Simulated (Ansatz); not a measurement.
## Ansatz (development build ahead of 0.2.0) run

```yaml
crystal:
  periodic: [false, false, false]
  atoms:
    - { symbol: C, position_ang: [-0.00911, 0.03515, -0.69717] }
    - { symbol: "N", position_ang: [0.00849, 0.0677, 0.74651] }
    - { symbol: H, position_ang: [0.00783, -0.97948, -1.154] }
    - { symbol: H, position_ang: [-0.8892, 0.57027, -1.07797] }
    - { symbol: H, position_ang: [0.87394, 0.5692, -1.08831] }
    - { symbol: H, position_ang: [-0.81601, -0.42722, 1.1234] }
    - { symbol: H, position_ang: [0.81296, -0.41937, 1.13056] }
basis:
  gaussian: { orbitals: cc-pVTZ }
hamiltonian:
  xc: hf
```

The input is written out in the form of the current development build from the run's settings.

The run gave:

| Item | Value |
| --- | --- |
| Converged | yes |
| Total energy | -95.25153 hartree |
| Spin squared of the determinant | 0.000 |
